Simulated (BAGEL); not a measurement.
# B3LYP/6-31G(d) (density fitting with qzvpp-jkfit, spherical functions) run of [NO2]+ (SMILES O=[N+]=O)

Aim: the energy change on altering one bond length of [NO2]+ at B3LYP/6-31G* (density fitting with qzvpp-jkfit, spherical functions), from 2 runs. 

The results are computed with BAGEL 1.2.2.

1 further run of the same task is left out (set aside as unsound or not needed).

## 1. The structure to begin with

The species is [NO2]+ (3 atoms), meant as a singlet with charge +1. SMILES: `O=[N+]=O`. The coordinates come from a GFN2-xTB relaxation.

Bond lengths: O1–N2 1.091 Å, N2–O3 1.091 Å. Angles: O1–N2–O3 180.0°.

## 2. The energy at B3LYP/6-31G(d) (density fitting with qzvpp-jkfit, spherical functions)

calc.json reads:

```json
{ "bagel": [

{
  "title": "molecule",
  "basis": "6-31gs.json",
  "df_basis": "qzvpp-jkfit",
  "angstrom": true,
  "geometry": [
    { "atom": "O", "xyz": [   -0.563200,    0.911190,   -0.206000 ] },
    { "atom": "N", "xyz": [   -0.000010,   -0.000010,    0.000000 ] },
    { "atom": "O", "xyz": [    0.563210,   -0.911180,    0.206000 ] }
  ]
},
{ "title": "ks", "xc_func": "b3lyp", "charge": 1 },
{ "title": "print", "file": "orbitals.molden", "orbitals": true }

]}
```

The basis set 6-31G* is read from a file made from the Basis Set Exchange's data (not shown).

Launch:

```bash
$ BAGEL_NUM_THREADS=1 BAGEL calc.json > calc.out
```

Standard output:

```text
* using 1 threads per process

  ===============================================================
  ===============================================================

  *** Geometry ***

  { "atom" : "O", "xyz" : [     -1.064294,      1.721900,     -0.389284 ] },
  { "atom" : "N", "xyz" : [     -0.000019,     -0.000019,      0.000000 ] },
  { "atom" : "O", "xyz" : [      1.064313,     -1.721881,      0.389284 ] },

  Number of auxiliary basis functions:      231

  Since a DF basis is specified, we compute 2- and 3-index integrals:
    o Being stored without compression. Storage requirement is 0.003 GB

  Number of basis functions:       42
  Number of electrons      :       23

    * METHOD: MOLECULE                             0.03

  *** Kohn-Sham DFT ***

    * Removing 3913 points whose weight is below 1.00e-10
    * Grid points: 40805

  === Nuclear Repulsion ===
    69.8569293630

       - DIIS with orbital gradients will be used.

  === KS iteration (b3lyp / 6-31gs.json) ===
      0       -189.56990684          0.21236230           0.05
      1       -197.07087221          0.28910290           0.04
      2       -194.17504365          0.26575846           0.03
      3       -203.11398349          0.13491581           0.03
      4       -204.59861316          0.02857090           0.03
      5       -204.68664839          0.01316103           0.03
      6       -204.70016795          0.00383866           0.03
      7       -204.70046532          0.00303772           0.03
      8       -204.70139945          0.00036687           0.03
      9       -204.70141334          0.00002510           0.03
     10       -204.70141340          0.00000107           0.03
     11       -204.70141340          0.00000016           0.03
     12       -204.70141340          0.00000001           0.03
    * SCF iteration converged.

    * Permanent dipole moment:
           (    0.000002,     0.000022,    -0.000003) a.u.

    * METHOD: KS                                   0.54

    * METHOD: PRINT                                0.00

  ===============================================================
```

Run time: 0.7 s. Hardware: 1 thread of Arm Neoverse V2, shared host; peak memory 0.11 GiB.

## 3. The distorted shape, same level

dft.json reads:

```json
{ "bagel": [

{
  "title": "molecule",
  "basis": "6-31gs.json",
  "df_basis": "qzvpp-jkfit",
  "angstrom": true,
  "geometry": [
    { "atom": "O", "xyz": [      -0.844774,       1.366756,      -0.308992 ] },
    { "atom": "N", "xyz": [      -0.000010,      -0.000010,       0.000000 ] },
    { "atom": "O", "xyz": [       0.563210,      -0.911180,       0.206000 ] }
  ]
},

{ "title": "ks", "xc_func": "b3lyp", "charge": 1 },

{ "title": "print", "file": "orbitals.molden", "orbitals": true }

]}
```

The basis set 6-31G* is read from a file made from the Basis Set Exchange's data (not shown).

Launch:

```bash
$ BAGEL_NUM_THREADS=1 BAGEL dft.json > dft.out
```

Standard output:

```text
* using 1 threads per process

  ===============================================================
  ===============================================================

  *** Geometry ***

  { "atom" : "O", "xyz" : [     -1.596391,      2.582795,     -0.583910 ] },
  { "atom" : "N", "xyz" : [     -0.000019,     -0.000019,      0.000000 ] },
  { "atom" : "O", "xyz" : [      1.064313,     -1.721881,      0.389284 ] },

  Number of auxiliary basis functions:      231

  Since a DF basis is specified, we compute 2- and 3-index integrals:
    o Being stored without compression. Storage requirement is 0.003 GB

  Number of basis functions:       42
  Number of electrons      :       23

    * METHOD: MOLECULE                             0.03

  *** Kohn-Sham DFT ***

    * Removing 3336 points whose weight is below 1.00e-10
    * Grid points: 41382

  === Nuclear Repulsion ===
    57.6973145965

       - DIIS with orbital gradients will be used.

  === KS iteration (b3lyp / 6-31gs.json) ===
      0       -185.01935447          0.19369948           0.05
      1       -153.61432352          0.23454882           0.04
      2       -176.20963516          0.21204178           0.04
      3       -200.25513958          0.12852605           0.04
      4       -203.15647764          0.10404254           0.04
      5       -200.63375115          0.18045895           0.03
      6       -203.38803079          0.09285660           0.04
      7       -201.90516865          0.13641803           0.03
      8       -203.79225023          0.07351543           0.03
      9       -202.41883782          0.13066137           0.03
     10       -204.48527904          0.02342264           0.04
     11       -204.54108892          0.01085348           0.03
     12       -204.55364330          0.00538936           0.04
     13       -204.55732936          0.00177163           0.04
     14       -204.55768517          0.00012658           0.03
     15       -204.55768750          0.00006719           0.04
     16       -204.55768804          0.00002701           0.04
     17       -204.55768813          0.00000592           0.04
     18       -204.55768813          0.00000094           0.03
     19       -204.55768813          0.00000007           0.04
     20       -204.55768813          0.00000001           0.03
    * SCF iteration converged.

    * Permanent dipole moment:
           (   -0.299504,     0.484571,    -0.109548) a.u.

    * METHOD: KS                                   0.84

    * METHOD: PRINT                                0.00

  ===============================================================
```

Run time: 1 s. Hardware: 1 thread of Arm Neoverse V2, shared host; peak memory 0.11 GiB.

## 4. Summary of results

At B3LYP/6-31G* (density fitting with qzvpp-jkfit, spherical functions):

| quantity | value |
| --- | --- |
| first shape: total energy | -204.70141 Eh |
| first shape: HOMO energy | -21.00 eV |
| first shape: LUMO energy | -10.82 eV |
| first shape: HOMO–LUMO gap | 10.18 eV |
| distorted shape: total energy | -204.55769 Eh |
| distorted shape: HOMO energy | -18.36 eV |
| distorted shape: LUMO energy | -13.40 eV |
| distorted shape: HOMO–LUMO gap | 4.96 eV |
| energy change with the O1–N2 bond stretched from 1.091 to 1.636 Å | 3.911 eV |

What this shows: With the O1–N2 bond stretched from 1.091 to 1.636 Å the energy rises by 3.91 eV (377 kJ/mol). The first shape isn't relaxed at this level, so the change isn't measured from a minimum.
